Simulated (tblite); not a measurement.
Species: C4H9FS.
Atom-mapped SMILES: `[CH3:1][CH2:2][S:3][C@H:4]([CH3:5])[F:6]` (hydrogens: H7, H8, H9 on C1; H10, H11 on C2; H12 on C4; H13, H14, H15 on C5)

Computed with GFN2-xTB (tblite), gas phase: Langevin dynamics at 300 K from the optimised GFN2-xTB geometry, time step 0.5 fs, friction 0.01 fs⁻¹, 2000 steps. The instantaneous temperature is 2·E(kin)/(3Nk) with all 3N coordinates.

```csv
t (fs),T (K),E(pot) above start (eV),C1–C2 (Å),C2–S3 (Å),S3–C4 (Å),C4–C5 (Å),C4–F6 (Å),C1–H7 (Å),C1–C2–S3–C4 (°)
0,239,0.000,1.516,1.827,1.827,1.514,1.375,1.089,-76
25,178,0.323,1.526,1.820,1.798,1.511,1.406,1.171,-78
50,228,0.267,1.513,1.834,1.894,1.504,1.369,1.131,-80
75,155,0.386,1.531,1.858,1.831,1.508,1.339,1.063,-85
100,216,0.328,1.564,1.813,1.836,1.535,1.361,1.068,-86
125,225,0.386,1.537,1.853,1.821,1.531,1.367,1.129,-88
150,195,0.356,1.500,1.828,1.879,1.498,1.383,1.119,-87
175,195,0.380,1.525,1.841,1.825,1.537,1.374,1.073,-86
200,227,0.360,1.548,1.867,1.858,1.567,1.343,1.072,-88
225,298,0.383,1.531,1.811,1.799,1.502,1.361,1.096,-85
250,245,0.537,1.503,1.879,1.908,1.496,1.414,1.102,-85
275,222,0.659,1.426,1.800,1.790,1.504,1.358,1.143,-81
300,292,0.595,1.531,1.912,1.850,1.519,1.343,1.097,-82
325,266,0.622,1.565,1.732,1.751,1.562,1.354,1.040,-86
350,320,0.444,1.535,1.921,1.910,1.541,1.353,1.077,-84
375,258,0.497,1.524,1.817,1.810,1.506,1.397,1.113,-77
400,294,0.568,1.532,1.835,1.878,1.524,1.421,1.105,-75
425,321,0.592,1.524,1.829,1.774,1.538,1.353,1.096,-75
450,284,0.534,1.542,1.823,1.900,1.516,1.409,1.084,-79
475,242,0.501,1.522,1.880,1.770,1.540,1.434,1.104,-80
500,283,0.529,1.526,1.834,1.885,1.537,1.358,1.065,-71
525,319,0.466,1.516,1.837,1.824,1.534,1.364,1.070,-68
550,345,0.441,1.510,1.797,1.804,1.532,1.371,1.113,-63
575,260,0.489,1.530,1.866,1.831,1.575,1.356,1.071,-53
600,328,0.481,1.517,1.823,1.857,1.536,1.370,1.073,-48
625,267,0.550,1.472,1.825,1.832,1.500,1.377,1.103,-49
650,357,0.347,1.467,1.902,1.817,1.484,1.385,1.098,-50
675,271,0.531,1.516,1.856,1.827,1.510,1.398,1.071,-51
700,274,0.511,1.553,1.839,1.865,1.510,1.384,1.060,-57
725,346,0.429,1.550,1.862,1.850,1.500,1.363,1.092,-61
750,406,0.388,1.450,1.836,1.797,1.505,1.420,1.114,-72
775,303,0.443,1.499,1.855,1.876,1.523,1.331,1.076,-79
800,227,0.486,1.586,1.815,1.772,1.548,1.398,1.079,-93
825,251,0.319,1.545,1.837,1.886,1.525,1.373,1.089,-96
850,219,0.458,1.479,1.862,1.803,1.504,1.342,1.092,-90
875,229,0.385,1.497,1.816,1.884,1.512,1.363,1.064,-81
900,286,0.479,1.520,1.868,1.826,1.523,1.385,1.099,-73
925,301,0.734,1.526,1.786,1.880,1.496,1.337,1.112,-67
950,450,0.615,1.530,1.862,1.808,1.471,1.428,1.053,-78
975,363,0.617,1.516,1.855,1.804,1.478,1.452,1.093,-87
1000,310,0.530,1.529,1.828,1.871,1.481,1.338,1.129,-89
```

Question: From 500 fs on, how do temperature and potential energy compare with equipartition?

Answer: The mean temperature of these 21 frames is 305 K against the target 300 K, and the mean potential energy 0.49 eV against 39 × kT/2 = 0.50 eV for 39 classical harmonic modes. For 15 atoms in a canonical ensemble the temperature itself scatters by T·√(2/(3N)) = 63 K; here its standard deviation is 58 K. The whole run lasts only 10 friction times of 100 fs, so these averages carry a wide statistical error.

Question: What are the kinetic and total energies of the listed frame with the highest potential energy?

Answer: The one at 925 fs, 0.734 eV above the start. Its kinetic energy is 3NkT/2 = 0.584 eV at 301 K, so the sum is 1.32 eV; over the listed frames the sum runs from 0.46 to 1.49 eV, since the thermostat adds and removes energy.

Question: How much do the listed bonds fluctuate from 500 fs on?

Answer: 
| bond | at the start (Å) | mean (Å) | standard deviation (Å) |
| --- | --- | --- | --- |
| C1–C2 | 1.516 | 1.516 | 0.031 |
| C2–S3 | 1.827 | 1.841 | 0.026 |
| S3–C4 | 1.827 | 1.838 | 0.034 |
| C4–C5 | 1.514 | 1.514 | 0.025 |
| C4–F6 | 1.375 | 1.376 | 0.030 |
| C1–H7 | 1.089 | 1.086 | 0.020 |

The motion is classical and holds no zero-point motion.

What follows is the cost of the whole dynamics run. Hardware: one thread of an AMD EPYC 9R14, shared host with 96 logical CPUs at a one-minute load of 54. Cost: 9.1 s, 0.18 GiB resident at most.
